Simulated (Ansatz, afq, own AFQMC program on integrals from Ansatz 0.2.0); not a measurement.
Where AFQMC and coupled cluster stand for BNH2, singlet

```yaml
atoms:
  - { symbol: B, position_ang: [0.0000, 0.0000, 0.8600] }
  - { symbol: N, position_ang: [0.0000, 0.0000, -0.5115] }
  - { symbol: H, position_ang: [0.0000, 0.8509, -1.0580] }
  - { symbol: H, position_ang: [0.0000, -0.8509, -1.0580] }
```

Connectivity, by distances: B–NH2.

Basis cc-pVDZ. Only valence electrons are correlated. Integrals, coupled cluster, full CI and functionals: Ansatz 0.2.0; the random walks run on the same integrals in our own AFQMC program. ph-AFQMC/CISD is guided by a CISD state made of CCSD amplitudes; releasing the constraint for a short imaginary time cuts its bias at the price of noise, slowly where states lie close. Free projection: walkers drawn from exp(T), propagated without any constraint. Its projection time is finite, and what remains of the start isn't in its error. Error bars are statistical, one sigma.

Determinant: RHF, the one that the program's search chose, which needn't be the lowest solution. The geometry is a PBE0/def2-TZVP stationary point of this or a neighbouring charge and spin state.

No full CI on the walks' own integrals is used here; CCSDT(Q) serves as the reference and is uncertain by about the last step of the cluster series.

Cautions: restricted determinant unstable towards unrestricted (UHF 52 meV lower, ⟨S²⟩ 0.27); the ph-AFQMC/HF walk drifts between its halves (2.2 errors).

The T1 diagnostic is 0.0147 and the weight of the determinant in the CISD state is 0.882. The size of the correlated space is 10 electrons in 36 orbitals.

```json
{"level": "MP2", "correlation energy (eV)": "-6.3089"}
{"level": "CCSD", "correlation energy (eV)": "-7.0514"}
{"level": "CCSD(T)", "correlation energy (eV)": "-7.2520"}
```

**Question.** Estimate where free-projection AFQMC lies against CCSD(T) on the same integrals.

**Answer.** 37.9 ± 17.2 meV below CCSD(T).

Reference: CCSDT(Q), correlation energy -7.287 eV. The released energy is read at 2.40 1/Eh (meV from the phaseless value at times in 1/Eh: 15 ± 13 at 0.24, 0 ± 13 at 0.51, -11 ± 14 at 0.99, 16 ± 13 at 1.62, -8 ± 19 at 2.40).

```
         level  E − E(reference) (meV)  share of correlation (%)
       CCSD(T)                    34.7                     99.52
         CCSDT                    16.8                     99.77
   ph-AFQMC/HF           -226.0 ± 62.8                    103.10
 ph-AFQMC/CISD             -3.4 ± 14.0                    100.05
released AFQMC            -11.3 ± 19.3                    100.16
    free AFQMC             -3.2 ± 17.2                    100.04
```

Free projections are given only where their last times agree within the noise and don't stop above the reference; a slow remainder of the start can still hide under it. A walk keeps the symmetry of its determinant, which the program's search chose and which needn't be the lowest solution, so a lower state of the same spin and another symmetry isn't excluded. Released energies are given only where the last usable release times agree within the noise; a slower fall can still hide under it.
